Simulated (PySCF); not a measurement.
An EPR property job and its printed output. Input:

```
{"job": {"kind": "epr", "basis": "pcH-1"}, "charge": 0, "multiplicity": 2}
C      1.406225     0.473085     0.543122
C      0.054809     0.171967     0.027861
C     -0.981284     1.013774    -0.308256
N     -2.053801     0.371552    -0.740164
O     -1.791775    -0.966609    -0.717440
C     -0.473134    -1.199577    -0.243260
H      2.171065     0.089359    -0.134676
H      1.562931    -0.002370     1.513124
H      1.538965     1.546076     0.651735
H     -1.003813     2.085014    -0.257017
H      0.092928    -1.745391    -1.012827
H     -0.521917    -1.837565     0.651771
```

Computed with UKS B3LYP, pcH-1 on C H N O, non-relativistic, mean-field spin-orbit, GIAO in PySCF 2.14.0. Geometry: GFN2-xTB; no solvent, vibrations or thermal averaging. The geometry wasn't refined by DFT: couplings that depend on bond lengths, twists or pyramidal angles can differ widely from those at the functional's own minimum.

Output of the driver script. The program numbers atoms from 0.

```
UKS, coarse grid
  cycle   1  E = -285.87856208  |g| = 3.62e-01
  cycle   2  E = -285.82639923  |g| = 5.39e-01
  cycle   3  E = -285.92611627  |g| = 1.26e-01
  cycle   4  E = -285.93188798  |g| = 3.60e-02
  cycle   5  E = -285.93257372  |g| = 1.30e-02
  cycle   6  E = -285.93266291  |g| = 9.54e-03
  cycle   7  E = -285.93271656  |g| = 3.03e-03
  cycle   8  E = -285.93272634  |g| = 1.59e-03
  cycle   9  E = -285.93272812  |g| = 2.18e-04
UKS, final grid
  cycle   1  E = -285.93271470  |g| = 2.15e-04
  cycle   2  E = -285.93271469  |g| = 2.77e-04
  cycle   3  E = -285.93271473  |g| = 3.35e-05
  cycle   4  E = -285.93271473  |g| = 2.11e-05
E = -285.93271473 Eh   <S^2> = 0.7736 (exact 0.7500)
g shifts (ppm)      1          2          3
  rmc          -218       -218       -218
  gc            -20         44         33
  oz_so         -27       2450       3242
  total        -265       2275       3057
hyperfine (MHz)  atom isotope    a_iso     a_fc   dipolar eigenvalues
    0   13C     -19.69     -19.69     -1.16      0.00      1.15
    1   13C      50.84      50.84    -46.63    -44.94     91.57
    2   13C     -40.68     -40.68    -29.00     12.31     16.70
    3   14N      21.29      21.29    -25.83    -25.02     50.85
    4   17O     -16.44     -16.44    -54.18     25.21     28.98
    5   13C     -32.64     -32.64     -0.94     -0.02      0.96
    6    1H      60.64      60.64     -3.05     -2.45      5.50
    7    1H      60.60      60.60     -3.05     -2.45      5.50
    8    1H       1.83       1.83     -3.11     -2.33      5.44
    9    1H       8.52       8.52     -5.20     -0.42      5.61
   10    1H     123.38     123.38     -3.51     -0.96      4.47
   11    1H     123.37     123.37     -3.51     -0.96      4.47
```

|g| in the SCF lines is the orbital gradient. In the g block, columns 1 to 3 are the principal axes in rising order; rmc is the relativistic mass correction, gc the gauge correction and oz_so the orbital-Zeeman/spin–orbit term. a_fc is the Fermi-contact part of a_iso, here all of it, since this run has no spin–orbit term in the hyperfine coupling.

(1) What does the output say about convergence, stability and spin contamination?

(2) What are the principal g values and g_iso?

(3) Which couplings shape the isotropic spectrum at natural abundance (0.05 mT or more)? Keep the log's numbering.

(4) What are the principal values of the full tensor of atom 1 (13C)?

Results:

(1) The SCF converged after 13 cycles in all, 9 of them on the coarse grid; no stability test was run. The unrestricted determinant has ⟨S²⟩ = 0.7736 (exact 0.7500), 3.1 % above the value of a pure doublet state.

(2) Adding the total shifts to 2.002319 gives 2.00205, 2.00459, 2.00538; their mean shift is 1689 ppm, so g_iso = 2.00401.

(3) atoms 10, 11 (1H, I = 1/2): mean 123.4 MHz = 4.40 mT in magnitude, a 1:2:1 triplet; atoms 6, 7, 8 (1H, I = 1/2): mean 41.0 MHz = 1.46 mT in magnitude, a 1:3:3:1 quartet; atom 3 (14N, I = 1): 21.3 MHz = 0.76 mT in magnitude, a 1:1:1 triplet; atom 9 (1H, I = 1/2): 8.5 MHz = 0.30 mT in magnitude, a 1:1 doublet. Together 72 lines to first order. Means are taken over nuclei equivalent by connectivity, which assumes that they swap fast. The three 1H nuclei of mean +41.0 MHz run from 1.8 to 60.6 MHz in the frozen geometry.

(4) a_iso plus each dipolar eigenvalue: 4.21, 5.89, 142.40 MHz.

The species is `C[C]1C=NOC1` [radical]. The run used 210 basis functions and 6 iterations of the response equations. C2, the radical centre as drawn in `C[C]1C=NOC1`, holds a spin population of +0.55 out of 1.
Labels such as C1 count atoms from 1, the log's own numbers from 0.
